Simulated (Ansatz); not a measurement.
Rock-salt HfN was calculated with PBEsol+SOC in Ansatz (plane waves, PAW).

Settings: plane-wave cutoff 520 eV, 22×22×22 k mesh, Fermi–Dirac smearing 0.05 eV, PAW data made under PBE.

Pressure at four volumes; x = ln(V/11.383 Å³). One pressure is withheld.

```csv
V (Å³/atom),x,P (GPa)
10.700,-0.0619,?
10.928,-0.0408,12.68
11.383,0.0000,0.01
12.066,0.0583,-14.61
```

Task: Pass a parabola P(x) through the three rows shown, estimate the bulk modulus and its pressure derivative near zero pressure, and predict the withheld pressure.

Result: Slopes between the rows: (0.01 − (12.68))/(0.0000 − (-0.0408)) = -310.54 and (-14.61 − (0.01))/(0.0583 − (0.0000)) = -250.77 GPa. Their difference over the span 0.0991 is c = 59.77/0.0991 = 603.1 GPa, so P(x) = 12.68 + (-310.54)(x − (-0.0408)) + 603.1 (x − (-0.0408))(x − (0.0000)). At the middle row B = −dP/dx = −[-310.54 + 603.1 × 0.0408] = 285.9 GPa, and B′ = dB/dP = 2c/B = 4.2. At x = -0.0619 the parabola gives 20.02 GPa; the run gives 20.09 GPa. The Birch–Murnaghan fit to the energies at all volumes has B0 = 284 GPa and B′ = 4.3.

Measured, for comparison: bulk modulus 260 GPa (room temperature, no zero-point or thermal correction, sources range from 260 to 306; as tabulated in Synthesis of Binary Transition Metal Nitrides, Carbides and Borides from the …). Computed less measured: bulk modulus +9 % (inside the range of the sources held).

Ansatz is a program for electronic structure.
